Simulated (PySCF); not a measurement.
**How the method moves the HOMO and LUMO of phosphaethyne**

Phosphaethyne, CHP.
Cartesian coordinates in Å at the PBE0-D3(BJ)/def2-SVP level; atoms count from 1:
```
atom  x, y, z in Å
C1    -0.147    0.050   -0.013
P2     1.378    0.244    0.077
H3    -1.220   -0.086   -0.077
```

Basis pcSseg-2 throughout (PySCF), one geometry. Isolated species at its PBE0-D3(BJ)/def2-SVP geometry, gas phase.

Task: How do the orbital energies, the gap and the dipole change with the method?

Result: 
```
  method           kind  HOMO (eV)  LUMO (eV)  gap (eV)  μ (D)  SCF cycles
    BLYP            GGA      -6.86      -2.23      4.63   0.35          13
   B97-D            GGA      -6.98      -2.30      4.69   0.42          13
     KT2            GGA      -7.05      -2.33      4.73   0.43          14
     KT3            GGA      -7.06      -2.33      4.73   0.44          13
     PBE            GGA      -7.06      -2.37      4.69   0.41          14
    OPBE            GGA      -7.10      -2.33      4.78   0.52          13
    BP86            GGA      -7.15      -2.46      4.69   0.41          13
     LDA            LDA      -7.21      -2.53      4.68   0.38          13
   B3LYP  global hybrid      -7.89      -1.68      6.21   0.35          12
    PBE0  global hybrid      -8.15      -1.47      6.68   0.41          12
mPW1PW91  global hybrid      -8.17      -1.49      6.68   0.41          12
      HF   Hartree–Fock     -10.44       1.86     12.31   0.39           9
```

The HOMO spans 3.58 eV, from BLYP down to HF, and the gap runs from 4.63 eV (BLYP) to 12.31 eV (HF). Over the methods BLYP (0 %), B97-D (0 %), KT2 (0 %), KT3 (0 %), PBE (0 %), OPBE (0 %), BP86 (0 %), LDA (0 %), B3LYP (20 %), PBE0 (25 %), mPW1PW91 (25 %), HF (100 %), a straight line through the gap against the share of exact exchange rises by 0.76 eV for each 10 % (correlation coefficient 1.000). The dipole ranges from 0.35 D (B3LYP) to 0.52 D (OPBE). This basis has no diffuse functions.
